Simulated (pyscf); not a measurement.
Thermochemistry of product channels of HO–SiH(OH)–OH + HF on the singlet surface, in eV, from ωB97M-D3(BJ)/def2-TZVP energies (ideal gas, 1 atm, RRHO with modes under 100 cm⁻¹ raised to 100, one conformer, R ln 2 for chiral ones without a mode under 150 cm⁻¹). Optimised with ωB97X-D3(BJ)/def2-SVP in PySCF.

```
products                 ΔE  ΔH(298 K)  ΔG(298 K)  ΔG(900 K)
--------------------  -----  ---------  ---------  ---------
H₂O + HO–SiH(OH)–F    -0.46      -0.44      -0.46      -0.49
HO–Si(OH)(OH)–F + H₂  -1.47      -1.59      -1.50      -1.35
```

These are energies of the channels, which say nothing of barriers.
